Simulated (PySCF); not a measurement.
Job for PySCF: R-B3LYP/3-21G on CH3NO (SMILES NC=O).

```python
from pyscf import gto, scf, dft, mp
from pyscf.data.elements import chemcore

mol = gto.M(
    atom='''
    O    -1.14108700    1.44521200    0.00000000
    C    -0.06175400    2.03094700    0.00000000
    H    -0.01368700    3.13016900    0.00000000
    N     1.14108700    1.43587700    0.00000000
    H     1.21768600    0.41652700    0.00000000
    H     1.97144600    2.00209500    0.00000000
    ''',
    basis='3-21g',
    charge=0, spin=0, verbose=3, max_memory=1800)
mf = dft.RKS(mol, xc='b3lyp')
mf.conv_tol = 1e-8
mf.max_cycle = 100
mf.kernel()
if not mf.converged:
    mf = mf.newton().run(mf.mo_coeff, mf.mo_occ)
```

Output:

```
converged SCF energy = -168.946337118161
```

The calculation finished and met its thresholds.

Cost: very roughly 1.8 core-seconds.
